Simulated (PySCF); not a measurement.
Species: C₄H₃FO.
Geometry (PBE0-D3(BJ)/def2-SVP, Å), atoms numbered from 1 in this order:
```xyz
9
C4H3FO angstrom
O      3.1517   -0.3898    0.2594
C      2.0646   -0.0779   -0.0001
C      0.8301    0.2899   -0.3060
C     -0.3624   -0.2980    0.2800
C     -1.6046    0.0827   -0.0284
F     -2.6670   -0.4855    0.5370
H      0.7585    1.0911   -1.0483
H     -0.2471   -1.0969    1.0176
H     -1.8662    0.8672   -0.7449
```

Method: MP2 and CCSD/aug-cc-pVDZ in PySCF, restricted Hartree–Fock reference, frozen core, non-relativistic, gas phase, PBE0-D3(BJ)/def2-SVP geometry.

E(HF) = -327.49802 Eh.

(1) How large is the problem?

(2) What are the MP2 and CCSD correlation energies?

(3) What is the T1 diagnostic?

(4) How does correlation change the dipole moment?

Results:

(1) 165 basis functions and 44 electrons; 6 orbitals frozen, which leaves o = 16 correlated occupied and v = 143 virtual orbitals. That is o·v = 2288 singles and o·v(o·v + 1)/2 = 2618616 distinct closed-shell doubles amplitudes before symmetry; the costliest CCSD step grows as o²v⁴ = 1.1 × 10^11.

(2) MP2 -0.9194 Eh and CCSD -0.9457 Eh, which gives totals of -328.41742 and -328.44372 Eh. That is 0.804 eV for each correlated electron at CCSD (2483 kJ/mol in all, 0.288 % of the total energy); MP2 gives 97.2 % of the CCSD value.

(3) 0.0156, below the customary warning level of 0.02. It is the norm of the spatial-orbital singles amplitudes over the root of the number of correlated electrons, so the norm is 0.088.

(4) HF gives 1.56 D and CCSD (unrelaxed density) 1.33 D, a change of -0.23 D; the two vectors are 12° apart.

No triples correction and no basis-set extrapolation were made.

The job also held the EOM ionisation roots. Time: 6.2 min of wall time; peak memory 2.9 GiB. Hardware: an Intel Xeon Platinum 8488C with one thread, no GPU, shared host with 96 logical CPUs at a one-minute load of 50.

One conformer stands for the species.
